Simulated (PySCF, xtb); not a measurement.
NO, SMILES O=[N], multiplicity 2.

Harmonic wavenumbers (cm⁻¹) from GFN2-xTB in xtb at its own minimum, in rising order: 1951.

Problem. What does PBE-D3(BJ)/def2-TZVPD (PySCF 2.14.0) give at its own minimum? (An estimate is asked for; the answer gives what the named calculation found.)

Solution. 1890. Paired by order, the mean absolute difference is 62 cm⁻¹ and the zero-point energies are 2.8 and 2.7 kcal/mol.
